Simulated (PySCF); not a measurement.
# PH⁺: from constants to spectrum

PBE0 constants of PH⁺, ²Π (doublet), unpaired electrons π ↑ (P def2-TZVP, H def2-TZVP; no relativity (PySCF 2.14); masses 30.9738 and 1.0078 u):

```
ωe           : 2372.5 cm⁻¹
ωexe         : 36.0 cm⁻¹
Be           : 8.3956 cm⁻¹
αe           : 0.222 cm⁻¹
De to P⁺ + H : 3.46 eV
```

Question: What force constant and bond length do these constants imply?

Answer: Reduced mass μred = 0.97607 u; k = 5.8918×10⁻⁷·μred·ωe² (u, cm⁻¹, mdyn/Å) = 3.24 mdyn/Å; Re = √(16.8576/(μred·Be)) (u, cm⁻¹, Å) = 1.434 Å.

Question: Estimate the centrifugal constant D from the Kratzer relation and find the Dunham coefficient a1.

Answer: D = 4Be³/ωe² = 0.000421 cm⁻¹; a1 = −1 − αeωe/(6Be²) = -2.25.

For an ion De counts to the pair picked by the measured ionisation energies or electron affinities, which need not be the lowest pair at this level. The state is the lowest determinant that a PBE0 search found; another state may lie lower at other levels.
